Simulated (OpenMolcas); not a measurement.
# ClH⁻: electronic states by CASSCF, CASPT2 and spin–orbit RASSI

Aim: the low electronic states of ClH⁻, first without spin–orbit coupling and then as Ω levels, at one distance and along the bond.

Program: OpenMolcas 26.06. Level of theory: SA-CASSCF(7,4), XMS-CASPT2, RASSI; ANO-RCC-VTZP. These are calculated values, not measurements.

### 1 Set-up

C2 symmetry about the axis (a holds Σ, Δ, Γ; b holds Π, Φ, H; Σ⁺ and Σ⁻ are not told apart); roots by multiplicity and irrep: 2a 1.

Active shells: Cl 3p, H 1s.

Input file m.inp:

```
&GATEWAY
Coord
2
angstrom
Cl 0.0 0.0 0.0
H 0.0 0.0 1.7690
Basis=ANO-RCC-VTZP
Group=XY
RX2C
AMFI
ANGMom
0.0 0.0 0.0
RICD
&SEWARD
&GUESSORB
&RASSCF
FileOrb=$CurrDir/o21.orb
Symmetry=1
Spin=2
nActEl=7 0 0
Inactive=4 2
RAS2=2 2
CIRoot=1 1 1
Linear
Iterations=120 100
OrbListing=Nothing
PRWF=0.15
>>COPY $Project.RasOrb $CurrDir/o21.orb
>>COPY $Project.rasscf.h5 $CurrDir/r21.h5
&CASPT2
XMultistate=all
Imaginary=0.2
IPEA=0.25
MaxIter=40
>>COPY $Project.JobMix JOB001
&RASSI
Nr of JobIphs=1 1
1
SpinOrbit
EJob
Omega
MEES
MESO
Properties=4
'AngMom' 3 'Mltpl  1' 1 'Mltpl  1' 2 'Mltpl  1' 3
Thrs=1.0d-4
>>COPY $Project.rassi.h5 $CurrDir/so.h5
```

Each module block was a call of its own in one work directory; start orbitals came from a preliminary run.

Started as:

```
> pymolcas m.inp
```

### 2 The spin-free blocks

Further steps of the session: Spin–orbit coupling by RASSI.

Q: Predict the outcome of this session. Wanted: lowest spin-free state; lowest level; lowering by spin–orbit coupling.

**Answer**, as computed:

| quantity | value |
| --- | --- |
| lowest spin-free state | (1)2Σ |
| lowest level | Ω = 1/2, 100 % (1)2Σ |
| lowering by spin–orbit coupling | 0 cm⁻¹ |

At 1.769 Å the lowest computed level has Ω = 1/2 and is 100 % (1)2Σ. For an anion a finite basis holds the extra electron even where it would leave, so these states may be resonances, unbound against the neutral molecule. Only the spin multiplicities and numbers of roots in the input were computed, so the list of states is not complete and the lowest one found need not be the ground state; labels number the states computed.
